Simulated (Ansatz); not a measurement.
Bond stretch in H2, singlet.

RKS-PBE = Ansatz (an electronic-structure program) with restricted PBE/cc-pVDZ; UKS-PBE = unrestricted PBE/cc-pVDZ (Ansatz); UKS-CAM-B3LYP = Ansatz with unrestricted CAM-B3LYP/cc-pVDZ; FCI = full CI/cc-pVDZ, frozen core run with Ansatz.

Energies relative to the lowest point of each curve near equilibrium, in kcal/mol; the last columns give the error against full CI:

```json
[
 {"R / Å": "0.60", "RKS-PBE": "16.4", "UKS-PBE": "16.4", "UKS-CAM-B3LYP": "15.8", "FCI": "15.3", "RKS-PBE − FCI": "1.1", "UKS-PBE − FCI": "1.1", "UKS-CAM-B3LYP − FCI": "0.5"},
 {"R / Å": "0.64", "RKS-PBE": "8.7", "UKS-PBE": "8.7", "UKS-CAM-B3LYP": "8.2", "FCI": "7.8", "RKS-PBE − FCI": "0.9", "UKS-PBE − FCI": "0.9", "UKS-CAM-B3LYP − FCI": "0.4"},
 {"R / Å": "0.68", "RKS-PBE": "3.8", "UKS-PBE": "3.8", "UKS-CAM-B3LYP": "3.4", "FCI": "3.2", "RKS-PBE − FCI": "0.6", "UKS-PBE − FCI": "0.6", "UKS-CAM-B3LYP − FCI": "0.2"},
 {"R / Å": "0.71", "RKS-PBE": "1.6", "UKS-PBE": "1.6", "UKS-CAM-B3LYP": "1.3", "FCI": "1.2", "RKS-PBE − FCI": "0.4", "UKS-PBE − FCI": "0.4", "UKS-CAM-B3LYP − FCI": "0.2"},
 {"R / Å": "0.74", "RKS-PBE": "0.4", "UKS-PBE": "0.4", "UKS-CAM-B3LYP": "0.2", "FCI": "0.2", "RKS-PBE − FCI": "0.2", "UKS-PBE − FCI": "0.2", "UKS-CAM-B3LYP − FCI": "0.1"},
 {"R / Å": "0.75", "RKS-PBE": "0.1", "UKS-PBE": "0.1", "UKS-CAM-B3LYP": "0.1", "FCI": "0.0", "RKS-PBE − FCI": "0.1", "UKS-PBE − FCI": "0.1", "UKS-CAM-B3LYP − FCI": "0.0"},
 {"R / Å": "0.77", "RKS-PBE": "0.0", "UKS-PBE": "0.0", "UKS-CAM-B3LYP": "0.0", "FCI": "0.0", "RKS-PBE − FCI": "0.0", "UKS-PBE − FCI": "0.0", "UKS-CAM-B3LYP − FCI": "0.0"},
 {"R / Å": "0.79", "RKS-PBE": "0.2", "UKS-PBE": "0.2", "UKS-CAM-B3LYP": "0.2", "FCI": "0.3", "RKS-PBE − FCI": "-0.1", "UKS-PBE − FCI": "-0.1", "UKS-CAM-B3LYP − FCI": "0.0"},
 {"R / Å": "0.81", "RKS-PBE": "0.6", "UKS-PBE": "0.6", "UKS-CAM-B3LYP": "0.8", "FCI": "0.9", "RKS-PBE − FCI": "-0.3", "UKS-PBE − FCI": "-0.3", "UKS-CAM-B3LYP − FCI": "-0.1"},
 {"R / Å": "0.86", "RKS-PBE": "2.7", "UKS-PBE": "2.7", "UKS-CAM-B3LYP": "3.1", "FCI": "3.3", "RKS-PBE − FCI": "-0.6", "UKS-PBE − FCI": "-0.6", "UKS-CAM-B3LYP − FCI": "-0.2"},
 {"R / Å": "0.93", "RKS-PBE": "7.4", "UKS-PBE": "7.4", "UKS-CAM-B3LYP": "8.2", "FCI": "8.4", "RKS-PBE − FCI": "-1.0", "UKS-PBE − FCI": "-1.0", "UKS-CAM-B3LYP − FCI": "-0.2"},
 {"R / Å": "1.02", "RKS-PBE": "15.4", "UKS-PBE": "15.4", "UKS-CAM-B3LYP": "16.7", "FCI": "16.8", "RKS-PBE − FCI": "-1.3", "UKS-PBE − FCI": "-1.3", "UKS-CAM-B3LYP − FCI": "-0.1"},
 {"R / Å": "1.14", "RKS-PBE": "27.7", "UKS-PBE": "27.7", "UKS-CAM-B3LYP": "29.8", "FCI": "29.3", "RKS-PBE − FCI": "-1.6", "UKS-PBE − FCI": "-1.6", "UKS-CAM-B3LYP − FCI": "0.5"},
 {"R / Å": "1.25", "RKS-PBE": "39.4", "UKS-PBE": "39.4", "UKS-CAM-B3LYP": "42.3", "FCI": "40.8", "RKS-PBE − FCI": "-1.4", "UKS-PBE − FCI": "-1.4", "UKS-CAM-B3LYP − FCI": "1.5"},
 {"R / Å": "1.34", "RKS-PBE": "48.9", "UKS-PBE": "48.9", "UKS-CAM-B3LYP": "52.5", "FCI": "49.8", "RKS-PBE − FCI": "-0.9", "UKS-PBE − FCI": "-0.9", "UKS-CAM-B3LYP − FCI": "2.7"},
 {"R / Å": "1.50", "RKS-PBE": "64.7", "UKS-PBE": "64.7", "UKS-CAM-B3LYP": "69.5", "FCI": "64.1", "RKS-PBE − FCI": "0.7", "UKS-PBE − FCI": "0.7", "UKS-CAM-B3LYP − FCI": "5.4"},
 {"R / Å": "1.64", "RKS-PBE": "77.3", "UKS-PBE": "77.2", "UKS-CAM-B3LYP": "80.7", "FCI": "74.4", "RKS-PBE − FCI": "2.9", "UKS-PBE − FCI": "2.9", "UKS-CAM-B3LYP − FCI": "6.4"},
 {"R / Å": "1.85", "RKS-PBE": "93.6", "UKS-PBE": "89.6", "UKS-CAM-B3LYP": "91.8", "FCI": "85.9", "RKS-PBE − FCI": "7.7", "UKS-PBE − FCI": "3.6", "UKS-CAM-B3LYP − FCI": "5.8"},
 {"R / Å": "1.98", "RKS-PBE": "102.2", "UKS-PBE": "94.0", "UKS-CAM-B3LYP": "96.1", "FCI": "91.0", "RKS-PBE − FCI": "11.2", "UKS-PBE − FCI": "3.0", "UKS-CAM-B3LYP − FCI": "5.1"},
 {"R / Å": "2.24", "RKS-PBE": "116.3", "UKS-PBE": "98.8", "UKS-CAM-B3LYP": "101.2", "FCI": "97.4", "RKS-PBE − FCI": "18.8", "UKS-PBE − FCI": "1.4", "UKS-CAM-B3LYP − FCI": "3.7"},
 {"R / Å": "2.62", "RKS-PBE": "130.8", "UKS-PBE": "101.3", "UKS-CAM-B3LYP": "104.4", "FCI": "101.6", "RKS-PBE − FCI": "29.2", "UKS-PBE − FCI": "-0.3", "UKS-CAM-B3LYP − FCI": "2.8"},
 {"R / Å": "3.00", "RKS-PBE": "140.1", "UKS-PBE": "102.0", "UKS-CAM-B3LYP": "105.6", "FCI": "103.0", "RKS-PBE − FCI": "37.2", "UKS-PBE − FCI": "-0.9", "UKS-CAM-B3LYP − FCI": "2.6"}
]
```

RKS-PBE is furthest from FCI at 3.00 (37.2 kcal/mol, above); its mean absolute error over the points is 5.4 kcal/mol.

UKS-PBE is furthest from FCI at 1.85 (3.6 kcal/mol, above); its mean absolute error over the points is 1.1 kcal/mol.

UKS-CAM-B3LYP is furthest from FCI at 1.64 (6.4 kcal/mol, above); its mean absolute error over the points is 1.7 kcal/mol.

The restricted form behind RKS-PBE keeps the bonding electrons paired and can't separate into open-shell fragments. The unrestricted determinant behind UKS-PBE is spin-contaminated at 1.64 to 3.00 Å (<S²> up to 1.0, against 0.00 for a pure singlet). The unrestricted determinant behind UKS-CAM-B3LYP is spin-contaminated at 1.50 to 3.00 Å (<S²> up to 1.0, against 0.00 for a pure singlet).
